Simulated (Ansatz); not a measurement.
The input, for Ansatz 0.2.0:

```yaml
crystal:
  periodic: [false, false, false]
  atoms:
    - {symbol: Hf, position_ang: [0.000000, 0.000000, 0.000000]}
    - {symbol: Ge, position_ang: [0.000000, 0.000000, 2.771000]}
basis:
  gaussian: {orbitals: def2-TZVPP}
total_charge: 1
magnetization: {spin_polarized: false, initial_magnetization: 5}
correlation: {method: ccsd_t, electrons: outside_noble_gas}
output: {forces: true}
```

```sh
$ ansatz run in.yaml --threads 2 --pin off --events-out ev --progress --plain --max-ram 24576MiB --backend cuda --devices 0, --max-vram 18GiB
```

Output:

```
689 factors; integrals over basis functions are off by at most 5.7e-4 eV
mean field evaluation 1: about -57755.3679 eV, gradient 1.4e1 eV
mean field evaluation 2: about -57755.5143 eV, gradient 1.4e1 eV
mean field evaluation 4: about -57756.5873 eV, gradient 2.7e0 eV
mean field evaluation 8: about -57756.6621 eV, gradient 4.1e-1 eV
mean field evaluation 16: about -57756.6804 eV, gradient 3.5e-4 eV
mean field evaluation 32: about -57756.4167 eV, gradient 2.7e0 eV
mean field evaluation 64: about -57755.6794 eV, gradient 2.2e0 eV
mean field evaluation 96: about -57755.9954 eV, gradient 6.8e-1 eV
mean field evaluation 128: about -57756.5633 eV, gradient 9.9e-1 eV
mean field evaluation 160: about -57755.5438 eV, gradient 9.3e-1 eV
...
mean field -57756.68041226 eV, -2122.5188562665 hartree, gradient 2.8e-6 eV, S^2 8.750000; 26 other end points of the search recorded, 0 dependent functions left out
...
determinant -57756.68041226 eV, -2122.5188562665 hartree, with singles and doubles -57759.79001212 eV, -2122.6331319538 hartree
determinant -57755.92904521 eV, -2122.4912440367 hartree, with singles and doubles -57758.98396395 eV, -2122.6035102296 hartree
determinant -57755.54849395 eV, -2122.4772590359 hartree, with singles and doubles -57758.52124170 eV, -2122.5865055005 hartree
determinant -57755.53887238 eV, -2122.4769054497 hartree, with singles and doubles -57758.51277080 eV, -2122.5861942007 hartree
determinant -57755.46180999 eV, -2122.4740734591 hartree, with singles and doubles -57758.49096329 eV, -2122.5853927896 hartree
determinant -57755.36313508 eV, -2122.4704472229 hartree, with singles and doubles -57758.53091060 eV, -2122.5868608261 hartree
determinant -57755.27441389 eV, -2122.4671867792 hartree, with singles and doubles -57757.92991065 eV, -2122.5647744855 hartree
determinant -57755.21038523 eV, -2122.4648337695 hartree, with singles and doubles -57757.92812147 eV, -2122.5647087340 hartree
determinant -57755.09078262 eV, -2122.4604384546 hartree, with singles and doubles -57758.02759638 eV, -2122.5683643697 hartree
determinant -57755.02353454 eV, -2122.4579671334 hartree, with singles and doubles -57757.89269803 eV, -2122.5634069468 hartree
determinant -57754.97402439 eV, -2122.4561476690 hartree, with singles and doubles -57757.89717254 eV, -2122.5635713821 hartree
determinant -57754.93354673 eV, -2122.4546601424 hartree, with singles and doubles -57757.49446383 eV, -2122.5487721099 hartree
determinant -57754.93249129 eV, -2122.4546213557 hartree, with singles and doubles -57757.49533578 eV, -2122.5488041535 hartree
determinant -57754.29852395 eV, -2122.4313234855 hartree, with singles and doubles -57757.42511599 eV, -2122.5462236238 hartree
determinant -57756.68041226 eV, -2122.5188562665 hartree, with singles and doubles -57759.75988117 eV, -2122.6320246617 hartree
determinant -57755.92904521 eV, -2122.4912440367 hartree, with singles and doubles -57758.95118939 eV, -2122.6023057870 hartree
determinant -57755.54849395 eV, -2122.4772590359 hartree, with singles and doubles -57758.48749678 eV, -2122.5852653978 hartree
determinant -57755.53887238 eV, -2122.4769054497 hartree, with singles and doubles -57758.48203743 eV, -2122.5850647702 hartree
determinant -57755.46180999 eV, -2122.4740734591 hartree, with singles and doubles -57758.46117498 eV, -2122.5842980893 hartree
determinant -57755.36313508 eV, -2122.4704472229 hartree, with singles and doubles -57758.49018099 eV, -2122.5853640407 hartree
determinant -57755.27441389 eV, -2122.4671867792 hartree, with singles and doubles -57757.89933275 eV, -2122.5636507682 hartree
determinant -57755.21038523 eV, -2122.4648337695 hartree, with singles and doubles -57757.89033119 eV, -2122.5633199669 hartree
determinant -57755.09078262 eV, -2122.4604384546 hartree, with singles and doubles -57758.00074557 eV, -2122.5673776207 hartree
determinant -57755.02353454 eV, -2122.4579671334 hartree, with singles and doubles -57757.84679198 eV, -2122.5617199305 hartree
determinant -57754.97402439 eV, -2122.4561476690 hartree, with singles and doubles -57757.84833841 eV, -2122.5617767608 hartree
determinant -57754.93354673 eV, -2122.4546601424 hartree, with singles and doubles -57757.47064496 eV, -2122.5478967827 hartree
determinant -57754.93249129 eV, -2122.4546213557 hartree, with singles and doubles -57757.46981755 eV, -2122.5478663757 hartree
determinant -57754.29852395 eV, -2122.4313234855 hartree, with singles and doubles -57757.40246475 eV, -2122.5453912060 hartree
18 core orbitals not correlated: weight in the atoms' cores, before any rotation towards them, 0.999 or more for the frozen orbitals, at most 0.000 for the correlated occupied ones
reference -57756.68041226 eV, -2122.5188562665 hartree; 6, 1 occupied and 80, 85 virtual orbitals, 689 factors
second order -2.56827166 eV of doubles, -0.02241484 eV of singles
...
cycle   4  -3.08258500 eV  change   -1.6e-5 eV  update   6.4e-4
cycle   5  -3.08316582 eV  change   -5.8e-4 eV  update   2.9e-4
cycle   6  -3.08340172 eV  change   -2.4e-4 eV  update   1.0e-4
cycle   7  -3.08337070 eV  change    3.1e-5 eV  update   4.6e-5
cycle   8  -3.08334374 eV  change    2.7e-5 eV  update   2.0e-5
cycle   9  -3.08334043 eV  change    3.3e-6 eV  update   8.5e-6
cycle  10  -3.08333955 eV  change    8.8e-7 eV  update   3.1e-6
cycle  11  -3.08333933 eV  change    2.1e-7 eV  update   1.2e-6
cycle  12  -3.08333889 eV  change    4.4e-7 eV  update   5.1e-7
cycle  13  -3.08333871 eV  change    1.8e-7 eV  update   1.9e-7
perturbative correction -0.19513738 eV, -0.0071711665 hartree
the calculation of the forces begins
Total energy: -57759.95888835 eV, -2122.6393380407 hartree
Atom 0 at     0.000000     0.000000     0.000000 Å, force    -0.000000    -0.000000     1.149821 eV/Å
Atom 1 at     0.000000     0.000000     2.771000 Å, force     0.000000     0.000000    -1.149821 eV/Å
Dipole moment:    -0.000000    -0.000000    -0.605075 e Å
```

Forces (eV/Å):
```
Hf   0.000  0.000  1.150
Ge   0.000  0.000 -1.150
```

Ran on 2 threads of AMD EPYC 7R13 with a shared H100 80 GB, shared host: 21 s wall, 1 GiB peak host memory.
